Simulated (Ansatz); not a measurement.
Saddle point of AlNH6, singlet (AlNH₄ ([NH2][AlH2]) + H₂ → AlH₃ + NH₃ (still joined by a long Al–N bond); bonds formed: Al1–H6, N2–H5; bonds broken: H5–H6; bonds weakened to dative contacts: Al1–N2), PBE0-D4/def2-TZVP structure:

Al1  (-0.360, -0.740, 0.425)
N2  (-0.100, 0.847, -0.588)
H3  (-0.538, -2.050, -0.448)
H4  (-0.994, -0.504, 1.858)
H5  (1.043, 0.289, 0.012)
H6  (1.421, -0.447, 0.582)
H7  (-0.101, 0.847, -1.598)
H8  (-0.369, 1.757, -0.242)
(Å)

Energies are electronic, without zero-point energy. Barriers and step energies count from the start structure reached by relaxing down the imaginary mode; all methods use the PBE0-D4 structures, on which another method's saddle can fall below an end. Program: Ansatz 0.2.0. Basis: def2-TZVPP, with def2-QZVPP for the basis limit. Cores are frozen in the correlated methods. B3LYP uses VWN-RPA correlation. Extrapolation: Hartree–Fock as exp(−7.88 √X), correlation as X^−2.97.

```csv
method,barrier (eV),step energy (eV)
SPW92,0.438,-0.557
PBE-D4,0.716,-0.416
BLYP-D4,0.889,-0.303
r2SCAN-D4,?,-0.437
B97M-V,0.819,-0.578
PBE0-D4,0.783,-0.500
B3LYP-D4,0.922,-0.384
r2SCAN0-D4,0.829,-0.492
BHLYP-D4,?,-0.473
CAM-B3LYP-D4,?,-0.435
wB97X-V,0.938,-0.466
wB97M-V,0.962,-0.422
B2PLYP,0.969,-0.386
PBE-QIDH,0.884,-0.502
RPA on PBE,0.987,-0.436
HF,1.323,-0.527
MP2,0.989,-0.378
CCSD,1.037,-0.465
CCSD(T),0.991,-0.446
```

**Question.** Fill in the withheld barriers. (Judge from chemistry; the value comes from the calculation.)

**Answer.** By the calculation: BHLYP-D4 1.014; r2SCAN-D4 0.768; CAM-B3LYP-D4 0.924 eV. Each is the energy of the saddle less that of the start structure, by the same method.

For comparison, the barrier by CCSD(T) at an estimated basis limit (MP2 extrapolated from triple and quadruple zeta, plus CCSD(T) − MP2 in triple zeta) is 0.992 eV.

No T1 diagnostic of these runs exceeds 0.013.

Labels in which every atom is bracketed show which atoms are joined, not bond orders.

For scale, one of the runs: CCSD(T)/def2-TZVPP, 157 basis functions, launched by `ansatz run in.yaml --threads 2 --pin off --events-out ev --progress --plain --max-ram 4352MiB`. Time: 10 s of wall clock on 2 CPU threads of an Arm Neoverse V1; the host was shared. Peak host memory: 1 GiB.
